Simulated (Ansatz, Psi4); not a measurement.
# ClF (chlorine monofluoride): from total energies to a heat of formation

ClF has 2 atoms, charge 0, and is taken as a singlet. As SMILES, `FCl`. The coordinates come from a PBE0-D4/def2-TZVP relaxation.

```xyz
2

F     0.0000    0.0000    0.0313
Cl    0.0000    0.0000    1.6510
```

Total energies at B3LYP/6-31G* (spherical functions) (Psi4 1.11); the atoms run unrestricted:

| species | state | energy (Eh) |
| --- | --- | --- |
| ClF | singlet | -559.937179 |
| F | doublet | -99.714578 |
| Cl | doublet | -460.132788 |

Harmonic wavenumbers at PBE0-D4/def2-TZVP, in cm⁻¹: 824.

Measured heats of formation of the gaseous atoms at 298.15 K, in kJ/mol: F 79.4, Cl 121.3. Spin-orbit lowering of the atoms at 298 K (mean of the ground term's levels less their thermal mean, from spectra), in kJ/mol: F 1.29, Cl 3.44. Take 1 Eh = 2625.50 kJ/mol, 1 cm⁻¹ = 0.0119627 kJ/mol, RT = 2.479 kJ/mol.

Problem. What heat of formation follows?

Solution. 
1. Electronic atomisation energy: (-99.714578) + (-460.132788) − (-559.937179) = 0.089813 Eh = 235.8 kJ/mol.
2. Zero-point energy: half the sum of the wavenumbers, 412 cm⁻¹ = 4.9 kJ/mol.
3. Thermal vibrational enthalpy, Σ hcν̃/(exp(hcν̃/kT) − 1): 0.2 kJ/mol. Translation, rotation and pV of a linear molecule: 3.5 RT = 8.7 kJ/mol.
4. The 2 free atoms carry 5/2 RT each: 12.4 kJ/mol.
5. Spin-orbit coupling lowers the free atoms by 1.29 + 3.44 = 4.7 kJ/mol.
6. Atomisation enthalpy at 298 K: 235.8 − 4.7 − 4.9 − 0.2 − 8.7 + 12.4 = 229.7 kJ/mol.
7. Sum of the atoms' heats of formation: 200.7 kJ/mol. Heat of formation: 200.7 − 229.7 = -29.0 kJ/mol.

The tabulated value is -55.7 kJ/mol (Active Thermochemical Tables), so this level is off by +26.7 kJ/mol, or 10.4 % of the atomisation enthalpy that the table implies (256.4 kJ/mol). Anharmonicity and any spin-orbit splitting of the molecule are left out.
